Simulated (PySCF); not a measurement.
**Al: electron affinity**

Al⁻ [Ne] 3s2 3p2 (3P) → Al [Ne] 3s2 3p1 (2P), as a difference of total energies. All numbers are calculated (PySCF 2.14, the non-relativistic Hamiltonian (point nucleus), in aug-cc-pwCVDZ). Correlated levels: valence: [Ne] frozen. The calculations carry no spin-orbit coupling.

```
           method  electron affinity (eV)  error (eV)
              UHF                   0.020      -0.413
    MP2 (valence)                   0.314      -0.119
SCS-MP2 (valence)                   0.221      -0.212
   CCSD (valence)                   0.334      -0.099
CCSD(T) (valence)                   0.365      -0.068
  CCSDT (valence)                   0.376      -0.057
```

Reference: 0.433 eV (measured; photodetachment measurements, as compiled on the Wikipedia data page of electron affinities).

Errors of the correlated levels include the incompleteness of this basis and the frozen core.
